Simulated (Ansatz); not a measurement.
**CHSi (quartet): the correlation ladder at distance Si1–H3 = 1.669 Å, 6-31G**

Aim: climb from Hartree-Fock through coupled cluster and multireference methods for CHSi (quartet) at one geometry and basis, and see what each rung misses.

Computed with Ansatz 0.2.0, Gaussian basis. Level: 6-31G, core rule «outside noble gas», up to 6 orbitals frozen.

The runs, in order: UHF; CCSD(T) on ROHF; CCSD(T) on UHF; BCCD(T) on ROHF; CISD; CCSDT(Q) on ROHF; CCSDT(Q) on UHF; CCSDTQ on ROHF; CASSCF and MRCISD+Q, 5 electrons in 5 orbitals; CASSCF and NEVPT2, 5 electrons in 5 orbitals; CASSCF and MRCISD+Q, 9 electrons in 9 orbitals; CASSCF and NEVPT4(SD), 9 electrons in 9 orbitals; CASSCF and NEVPT2, 9 electrons in 9 orbitals; Full CI.

14 further runs of the same task are left out: 2 for a mislabelled method, 7 that didn't finish, 5 set aside as unsound or not needed.

**1. The geometry**

The geometry derives from a PBE0/def2-TZVP stationary point (not a proven minimum). One bond is set to the value named and the two fragments are kept rigid.

3 atoms, charge 0, spin multiplicity 4.

Atoms are counted from 1 here; the program's logs count them from 0.

Bond lengths: Si1–C2 1.840 Å, Si1–H3 1.669 Å. Angles: C2–Si1–H3 97.9°.

**2. UHF**

The input, in.yaml:

```yaml
crystal:
  periodic: [false, false, false]
  atoms:
    - {symbol: Si, position_ang: [0.000000, -0.086491, 0.526487]}
    - {symbol: C, position_ang: [0.000000, 0.072962, -1.306498]}
    - {symbol: H, position_ang: [0.000000, 1.540597, 0.898164]}
basis:
  gaussian: {orbitals: 6-31G}
magnetization: {spin_polarized: true, initial_magnetization: 3}
hamiltonian: {xc: hf}
output: {orbitals: {seedname: orbitals}}
```

On the command line:

```sh
$ ansatz run in.yaml --threads 1 --pin off --events-out ev --progress --plain --max-ram 2393MiB
```

After this run come: CCSD(T) on ROHF; CCSD(T) on UHF; BCCD(T) on ROHF; CISD; CCSDT(Q) on ROHF; CCSDT(Q) on UHF; CCSDTQ on ROHF; CASSCF and MRCISD+Q, 5 electrons in 5 orbitals; CASSCF and NEVPT2, 5 electrons in 5 orbitals; CASSCF and MRCISD+Q, 9 electrons in 9 orbitals; CASSCF and NEVPT4(SD), 9 electrons in 9 orbitals; CASSCF and NEVPT2, 9 electrons in 9 orbitals; Full CI.

**Question.** What will the summary of the whole plan be? Wanted: FCI below the RHF energy; RMP2 from FCI; UMP2 from FCI; RCCSD from FCI; RCCSD(T) from FCI; UCCSD(T) from FCI; RCCSDT(Q) from FCI; UCCSDT(Q) from FCI; MRCISD+Q pair from FCI.

As calculated:

| quantity | value |
| --- | --- |
| FCI below the RHF energy | -2.9797 eV |
| RMP2 from FCI | +94.3 kJ/mol |
| UMP2 from FCI | +91.4 kJ/mol |
| RCCSD from FCI | +11.8 kJ/mol |
| RCCSD(T) from FCI | +4.2 kJ/mol |
| UCCSD(T) from FCI | +4.2 kJ/mol |
| RCCSDT(Q) from FCI | +0.2 kJ/mol |
| UCCSDT(Q) from FCI | +0.1 kJ/mol |
| MRCISD+Q pair from FCI | +6.4 kJ/mol |
| NEVPT2 valence from FCI | +30.0 kJ/mol |
| NEVPT4(SD) valence from FCI | +4.5 kJ/mol |
| levels within 1 kcal/mol (43 meV) | BCCD(T), RCCSDT, UCCSDT, RCCSDT(Q), UCCSDT(Q), RCCSDTQ, MRCISD+Q valence |
| T1 diagnostic | 0.053 |
| effectively unpaired electrons | 3.07 |

**Reading.** RCCSD(T) misses by +4.2 kJ/mol, 1.5 % of the correlation energy. The occupations are near whole numbers, but T1 = 0.053 shows that the orbitals relax strongly. Of the multireference levels listed MRCISD+Q valence comes nearest in total energy (+1.3 kJ/mol), which doesn't show that its space is the better one. These misses are within one basis, not against nature; the frozen cores of restricted and unrestricted runs differ, which can shift their rows.
